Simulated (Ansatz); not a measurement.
# AlH4NO: search for a transition state

Wanted: the transition state of a 1,1-elimination (form N2–H3 and break Al1–N2, Al1–H3). The guess is relaxed with those distances held, a saddle search follows, and vibrations and two downhill relaxations check it.

Computed with Ansatz 0.2.0, Gaussian basis. Level: PBE0-D4, def2-SVP first, then def2-TZVP.

90 further runs of the same task are left out: 90 set aside as unsound or not needed.

### 1 The starting structure

The guess: 7 atoms, charge 0, spin multiplicity 1.

Atoms are counted from 1 here; the program's logs count them from 0.

Bond lengths: Al1–N2 2.245 Å, Al1–O4 1.661 Å, N2–H5 1.024 Å, N2–H6 1.020 Å, O4–H7 0.949 Å. Angles: N2–Al1–O4 169.8°, Al1–N2–H5 146.8°, Al1–N2–H6 106.1°, H5–N2–H6 105.9°, Al1–O4–H7 178.6°.

As a file:

```xyz
7
AlH4NO
Al   -0.45690    0.36380   -0.53460
N     0.44340   -1.19280    0.80970
H     0.20350    0.02320    1.32410
O    -0.85190    1.62990   -1.53470
H     0.27760   -2.00540    1.41090
H     1.44560   -1.18430    0.62140
H    -1.06110    2.36570   -2.09670
```

Distances that are to change: N2–H3 1.34 Å, Al1–N2 2.25 Å, Al1–H3 2.00 Å.

### 2 Constrained relaxation of the guess

hold/in.yaml

```yaml
crystal:
  periodic: [false, false, false]
  atoms:
    - {symbol: Al, position_ang: [-0.456900, 0.363800, -0.534600]}
    - {symbol: N, position_ang: [0.443400, -1.192800, 0.809700]}
    - {symbol: H, position_ang: [0.203500, 0.023200, 1.324100]}
    - {symbol: O, position_ang: [-0.851900, 1.629900, -1.534700]}
    - {symbol: H, position_ang: [0.277600, -2.005400, 1.410900]}
    - {symbol: H, position_ang: [1.445600, -1.184300, 0.621400]}
    - {symbol: H, position_ang: [-1.061100, 2.365700, -2.096700]}
basis:
  gaussian: {orbitals: def2-SVP}
hamiltonian: {xc: pbe0, dispersion: d4}
relax: {f_tol: 0.08, max_steps: 120, escape_saddle: false, constraints: [{distance: [1, 2]}, {distance: [0, 1]}, {distance: [0, 2]}]}
```

Launch:

```sh
$ ansatz run in.yaml --threads 2 --pin off --events-out ev --progress --plain --max-ram 4352MiB
```

The log of the run, shortened:

```text
Functional definition: PBE0
  name "PBE0"
  cite "Adamo & Barone, J. Chem. Phys. 110, 6158 (1999) doi:10.1063/1.478522"
  cite "Perdew, Burke & Ernzerhof, Phys. Rev. Lett. 77, 3865 (1996) doi:10.1103/PhysRevLett.77.3865"
  parent pbe
[...]
691 factors; integrals over basis functions are off by at most 5.0e-4 eV
[...]
mean field -10185.76746039 eV, -374.3200500082 hartree, gradient 1.7e-5 eV, S^2 0.000000; 0 other end points of the search recorded, 0 dependent functions left out
[...]
reference -10185.76748971 eV, -374.3200510857 hartree; 16, 16 occupied and 50, 50 virtual orbitals, 691 factors
relax step   1: F+E_penalty+E_count = -10185.84084941 eV  Δ(F+E_penalty+E_count) = +0.000e0 eV  max|allowed force component| = 5.940e-1 eV/Å  Δτ_max = 0.0000 Å  (27 SCF iters, accepted)
[...]
relax step   6: F+E_penalty+E_count = -10186.74292332 eV  Δ(F+E_penalty+E_count) = -1.817e-1 eV  max|allowed force component| = 8.693e-1 eV/Å  Δτ_max = 0.1980 Å  (27 SCF iters, accepted)
[...]
relax step  11: F+E_penalty+E_count = -10186.89701721 eV  Δ(F+E_penalty+E_count) = -9.887e-3 eV  max|allowed force component| = 6.583e-2 eV/Å  Δτ_max = 0.0414 Å  (23 SCF iters, accepted)
[...]
relax step  16: F+E_penalty+E_count = -10186.91662641 eV  Δ(F+E_penalty+E_count) = -8.537e-4 eV  max|allowed force component| = 1.305e0 eV/Å  Δτ_max = 0.1932 Å  (29 SCF iters, accepted)
[...]
relax step  20: F+E_penalty+E_count = -10186.99760696 eV  Δ(F+E_penalty+E_count) = -5.158e-3 eV  max|allowed force component| = 3.241e-1 eV/Å  Δτ_max = 0.0595 Å  (24 SCF iters, accepted)
[...]
relax step  21: F+E_penalty+E_count = -10187.00025524 eV  Δ(F+E_penalty+E_count) = -2.648e-3 eV  max|allowed force component| = 3.105e-2 eV/Å  Δτ_max = 0.0556 Å  (24 SCF iters, accepted)
  distance N 1 - H 2 held at 1.341945 Å   reaction = +4.2237e0 eV/Å
  distance Al 0 - N 1 held at 2.245147 Å   reaction = +6.2622e-1 eV/Å
  distance Al 0 - H 2 held at 2.001725 Å   reaction = -6.1476e-1 eV/Å
691 factors; integrals over basis functions are off by at most 5.0e-4 eV
mean field -10186.91837643 eV, -374.3623453924 hartree, gradient 1.6e-5 eV, S^2 0.000000; 1 other end points of the search recorded, 0 dependent functions left out
[...]
reference -10186.91840439 eV, -374.3623464200 hartree; 16, 16 occupied and 50, 50 virtual orbitals, 691 factors
Total energy: -10187.00028320 eV, -374.3653554108 hartree
Atom 0 at    -1.144667     0.724840     0.190151 Å, force    -0.034801    -0.284314    -0.295051 eV/Å
Atom 1 at     0.313128    -0.953037     0.506775 Å, force    -0.208148     3.769773     2.531738 eV/Å
Atom 2 at     0.371790     0.099360     1.337338 Å, force     0.268536    -3.519786    -2.247907 eV/Å
Atom 3 at    -0.382532     1.034427    -1.341396 Å, force    -0.013978     0.023351     0.013846 eV/Å
Atom 4 at     0.242553    -1.739286     1.157032 Å, force     0.002485     0.019530     0.018373 eV/Å
Atom 5 at     1.204697    -0.983998     0.001917 Å, force    -0.016199     0.001434    -0.023148 eV/Å
Atom 6 at    -0.604770     1.817792    -1.851717 Å, force     0.002106    -0.009988     0.002148 eV/Å
Dipole moment:     0.445153    -0.294010     0.086796 e Å
```

Wall time 21 s (2 threads of Arm Neoverse V2, shared host).

The steps of the relaxation: (the energy doesn't fall at every step)

| step | energy from step 1 (eV) | largest force component (eV/Å) |
| --- | --- | --- |
| 1 | 0.0000 | 0.5940 |
| 2 | -0.1715 | 0.3763 |
| 3 | -0.3030 | 0.6254 |
| 4 | -0.4919 | 0.6482 |
| 5 | -0.7203 | 0.7192 |
| 6 | -0.9021 | 0.8693 |
| 7 | -0.9886 | 0.8617 |
| 8 | -1.0463 | 0.2124 |
| 9 | -1.0396 | 0.3580 |
| 10 | -1.0309 | 1.0793 |
| 11 | -1.0562 | 0.0658 |
| 12 | -1.0628 | 0.0759 |
| 13 | -1.0638 | 0.1959 |
| 14 | -1.0670 | 0.1601 |
| 15 | -1.0749 | 0.1173 |
| 16 | -1.0758 | 1.3047 |
| 17 | -1.0945 | 1.0867 |
| 18 | -1.1276 | 1.3369 |
| 19 | -1.1516 | 0.6075 |
| 20 | -1.1568 | 0.3241 |
| 21 | -1.1594 | 0.0310 |

Distances of close pairs at the start and the end, largest changes first:

| bond | before (Å) | after (Å) | change (Å) |
| --- | --- | --- | --- |
| Al1–O4 | 1.661 | 1.738 | +0.077 |
| O4–H7 | 0.949 | 0.961 | +0.012 |
| N2–H6 | 1.020 | 1.025 | +0.005 |
| N2–H5 | 1.024 | 1.023 | -0.002 |
| Al1–N2 | 2.245 | 2.245 | +0.000 |

### 3 Force constants to start from

hessian/in.yaml

```yaml
crystal:
  periodic: [false, false, false]
  atoms:
    - {symbol: Al, position_ang: [-1.144667, 0.724840, 0.190151]}
    - {symbol: N, position_ang: [0.313128, -0.953037, 0.506775]}
    - {symbol: H, position_ang: [0.371790, 0.099360, 1.337338]}
    - {symbol: O, position_ang: [-0.382532, 1.034427, -1.341396]}
    - {symbol: H, position_ang: [0.242553, -1.739286, 1.157032]}
    - {symbol: H, position_ang: [1.204697, -0.983998, 0.001917]}
    - {symbol: H, position_ang: [-0.604770, 1.817792, -1.851717]}
basis:
  gaussian: {orbitals: def2-SVP}
hamiltonian: {xc: pbe0, dispersion: d4}
phonons: {}
scf: {lower_state_search: off}
```

Launch:

```sh
$ ansatz run in.yaml --threads 2 --pin off --events-out ev --progress --plain --max-ram 4352MiB
```

The log of the run, shortened:

```text
[... 5 set-up lines as earlier in the session ...]
[...]
688 factors; integrals over basis functions are off by at most 3.5e-4 eV
[...]
mean field -10186.91837830 eV, -374.3623454613 hartree, gradient 5.1e-6 eV, S^2 0.000000; 0 other end points of the search recorded, 0 dependent functions left out
[...]
reference -10186.91840677 eV, -374.3623465076 hartree; 16, 16 occupied and 50, 50 virtual orbitals, 688 factors
[... from here to the last solve, the lines of the solves are left out (41 solves) ...]
688 factors; integrals over basis functions are off by at most 3.5e-4 eV
mean field -10186.91832259 eV, -374.3623434140 hartree, gradient 1.0e-6 eV, S^2 0.000000; 0 other end points of the search recorded, 0 dependent functions left out
[...]
WARN: phonons: modes at or below zero, which the zero-point energy, F, S and C_V leave out: 1, the lowest at -859.16 cm⁻¹. A minimum has none, and a first-order saddle one
[...]
Total energy: -10187.00028559 eV, -374.3653554988 hartree
Atom 0 at    -1.144667     0.724840     0.190151 Å, force    -0.034612    -0.284457    -0.295038 eV/Å
Atom 1 at     0.313128    -0.953037     0.506775 Å, force    -0.208216     3.769820     2.531767 eV/Å
Atom 2 at     0.371790     0.099360     1.337338 Å, force     0.268505    -3.519778    -2.247894 eV/Å
Atom 3 at    -0.382532     1.034427    -1.341396 Å, force    -0.014093     0.023494     0.013741 eV/Å
Atom 4 at     0.242553    -1.739286     1.157032 Å, force     0.002481     0.019518     0.018387 eV/Å
Atom 5 at     1.204697    -0.983998     0.001917 Å, force    -0.016193     0.001418    -0.023123 eV/Å
Atom 6 at    -0.604770     1.817792    -1.851717 Å, force     0.002129    -0.010015     0.002161 eV/Å
Dipole moment:     0.445150    -0.294013     0.086798 e Å
Vibrations: -859.16 151.04 305.98 381.29 446.69 565.83 600.21 786.12 841.28 1364.33 1467.06 1543.00 3476.20 3620.17 3941.30 cm⁻¹, zero-point energy 1.208257 eV
Checks for a lower state left out: stability, starts, cluster_reference, orbital_swaps, neighbouring_geometries, increment
```

It took 24 s on 2 threads of Arm Neoverse V2, shared host.

The structure is not stationary yet, so these wavenumbers are no spectrum; the search needs only the force constants.

### 4 Saddle search in the small basis

The search itself is an outer loop (partitioned rational-function steps, Bofill update of the Hessian). Each step is one single-point run with forces. It stops when the largest force is under 0.03 eV/Å and the followed curvature is negative. The first step's input:

presaddle/in.yaml

```yaml
crystal:
  periodic: [false, false, false]
  atoms:
    - {symbol: Al, position_ang: [-1.144667, 0.724840, 0.190151]}
    - {symbol: N, position_ang: [0.313128, -0.953037, 0.506775]}
    - {symbol: H, position_ang: [0.371790, 0.099360, 1.337338]}
    - {symbol: O, position_ang: [-0.382532, 1.034427, -1.341396]}
    - {symbol: H, position_ang: [0.242553, -1.739286, 1.157032]}
    - {symbol: H, position_ang: [1.204697, -0.983998, 0.001917]}
    - {symbol: H, position_ang: [-0.604770, 1.817792, -1.851717]}
basis:
  gaussian: {orbitals: def2-SVP}
hamiltonian: {xc: pbe0, dispersion: d4}
output: {forces: true}
scf: {lower_state_search: off}
```

Launch:

```sh
$ ansatz run in.yaml --threads 2 --pin off --events-out ev --progress --plain --max-ram 4352MiB
```

The driver's record:

| step | energy (eV) | largest force (eV/Å) | followed curvature (eV/Å²) |
| --- | --- | --- | --- |
| 1 | -10187.00029 | 3.7698 | -6.65 |
| 2 | -10186.76754 | 2.5980 | -9.60 |
| 3 | -10186.50333 | 1.3194 | -12.97 |
| 4 | -10186.53315 | 1.2008 | -12.78 |
| 5 | -10186.53275 | 1.2229 | -13.01 |
| 6 | -10186.56908 | 0.7063 | -13.06 |
| 7 | -10186.58335 | 0.3835 | -13.09 |
| 8 | -10186.58199 | 0.5771 | -13.13 |
| 9 | -10186.59689 | 0.5716 | -13.14 |
| 10 | -10186.61123 | 0.2484 | -13.16 |
| 11 | -10186.60989 | 0.4540 | -13.17 |
| 12 | -10186.62240 | 0.2187 | -13.09 |
| 13 | -10186.62074 | 0.1758 | -13.09 |
| 14 | -10186.62599 | 0.0794 | -13.09 |
| 15 | -10186.62710 | 0.0811 | -13.10 |
| 16 | -10186.62742 | 0.0798 | -13.11 |
| 17 | -10186.59810 | 0.4208 | -13.09 |
| 18 | -10186.62130 | 0.2155 | -13.10 |
| 19 | -10186.62565 | 0.2278 | -13.11 |
| 20 | -10186.62749 | 0.1046 | -13.11 |
| 21 | -10186.62610 | 0.2231 | -13.11 |
| 22 | -10186.62741 | 0.0679 | -13.11 |
| 23 | -10186.62776 | 0.0464 | -13.11 |
| 24 | -10186.62780 | 0.0197 | -13.27 |

The 24 steps took 15 s in all (2 threads of Arm Neoverse V2, shared host).

### 5 Saddle search in triple zeta

The search itself is an outer loop (partitioned rational-function steps, Bofill update of the Hessian). Each step is one single-point run with forces. It stops when the largest force is under 0.008 eV/Å and the followed curvature is negative. The first step's input:

saddle/in.yaml

```yaml
crystal:
  periodic: [false, false, false]
  atoms:
    - {symbol: Al, position_ang: [-0.744174, 0.521257, 0.115211]}
    - {symbol: N, position_ang: [0.430362, -0.908992, 0.492291]}
    - {symbol: H, position_ang: [0.231938, 0.211898, 1.487919]}
    - {symbol: O, position_ang: [-0.458805, 1.113915, -1.472399]}
    - {symbol: H, position_ang: [0.061529, -1.618500, 1.128165]}
    - {symbol: H, position_ang: [1.294819, -1.257929, 0.057583]}
    - {symbol: H, position_ang: [-0.815470, 1.938451, -1.808671]}
basis:
  gaussian: {orbitals: def2-TZVP}
hamiltonian: {xc: pbe0, dispersion: d4}
output: {forces: true}
scf: {lower_state_search: off}
```

Launch:

```sh
$ ansatz run in.yaml --threads 2 --pin off --events-out ev --progress --plain --max-ram 4352MiB
```

The driver's record:

| step | energy (eV) | largest force (eV/Å) | followed curvature (eV/Å²) |
| --- | --- | --- | --- |
| 1 | -10193.44107 | 0.2622 | -13.27 |
| 2 | -10193.44643 | 0.0625 | -13.34 |
| 3 | -10193.44692 | 0.0386 | -13.29 |
| 4 | -10193.44700 | 0.0154 | -13.24 |
| 5 | -10193.44703 | 0.0048 | -13.25 |

The 5 steps took 5.7 s in all (2 threads of Arm Neoverse V2, shared host).

The point found:

```xyz
7
charge 0, multiplicity 1
Al   -0.71696    0.55008    0.12688
N     0.41964   -0.90081    0.49897
H     0.24070    0.19928    1.49679
O    -0.45420    1.09701   -1.47023
H     0.04757   -1.63305    1.09596
H     1.28558   -1.22379    0.06187
H    -0.82214    1.91137   -1.81014
```

Followed mode, largest move set to 1: H3 (0.45, -0.80, -0.39); N2 (0.05, 0.39, 0.41); Al1 (-0.45, 0.30, -0.05); H6 (-0.02, 0.21, 0.18).

[end of part 1 of 2]
